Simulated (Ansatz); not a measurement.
Mulliken charges of `[OH][AlH][SH]` from ωB97M-V/def2-TZVPP in Ansatz (PBE0-D4/def2-TZVP geometry).

```tsv
atom	x (Å)	y (Å)	z (Å)	charge (e)
O1	-1.109	-0.531	-0.885	-0.387
Al2	0.267	0.391	-0.551	0.505
S3	1.228	0.386	1.412	-0.276
H4	-1.564	-1.106	-0.274	0.157
H5	0.869	1.276	-1.698	-0.108
H6	0.351	-0.480	1.949	0.109
```

Question: By hand: the dipole of these point charges (1 e Å = 4.8032 D).

Answer: Σ q r = (-0.076, -0.067, 0.027) e Å, of length 0.105 e Å = 0.50 D.

Question: How does the dipole of the full density compare? (An estimate is asked.)

Answer: Computed: (-0.200, -0.213, 0.165) e Å, 1.61 D; the point charges give 0.31 times that, at 15° from its direction.

Point charges leave out the atoms' own dipoles, such as those of lone pairs, and Mulliken's split depends on the basis, so the two needn't agree.
